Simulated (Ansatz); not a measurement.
Energy needed to pull apart BH3SO (SMILES BSO), singlet, into free ground-state atoms, from the structure below (displaced at random from a GFN2-xTB minimum); no zero-point or spin–orbit terms; open-shell atoms are treated unrestricted, in their ground-state multiplicity.

```
atom    x (Å)    y (Å)    z (Å)
  B1  -0.9031   0.0412  -0.4652
  S2   0.4471  -0.7759  -0.1806
  O3   1.2269   0.1967   0.9027
  H4  -1.5556  -0.6074  -1.2773
  H5  -0.9773   0.9027  -0.2277
  H6   1.9322  -0.1154   1.2315
```

Program: Ansatz 0.2.0. Basis: def2-TZVPP. Cores are frozen in the correlated methods.

```csv
method,atomization energy (kcal/mol)
PBE-D4,415.6
r2SCAN-D4,408.8
PBE0-D4,404.1
r2SCAN0-D4,?
BHLYP-D4,388.5
wB97M-V,409.3
HF,?
MP2,396.9
CCSD,378.1
CCSD(T),386.4
```

(1) What does r2SCAN0-D4 give? (An estimate is asked for; the value comes from the calculation.)

(2) What does HF give? (Judge from chemistry; the value comes from the calculation.)

No T1 diagnostic of these runs exceeds 0.017.

## Answers

(1) Computed: 398.6 kcal/mol, which is about 12.2 kcal/mol more than CCSD(T)/def2-TZVPP.

(2) The calculation gives: 261.0 kcal/mol, which is about 125.3 kcal/mol less than CCSD(T)/def2-TZVPP.

In triple zeta the MP2 and coupled-cluster atomization energies are still short of their basis limit by a few kcal/mol a bond, whereas those of the functionals are nearly converged, so these differences are not deviations from converged CCSD(T).

For scale, one of the runs: CCSD(T)/def2-TZVPP forces, 146 basis functions (an equivalent command: `ansatz run in.yaml --threads 4`). Time: 38 s of wall clock on 4 CPU threads; the host was shared. Peak host memory: 1.6 GiB.
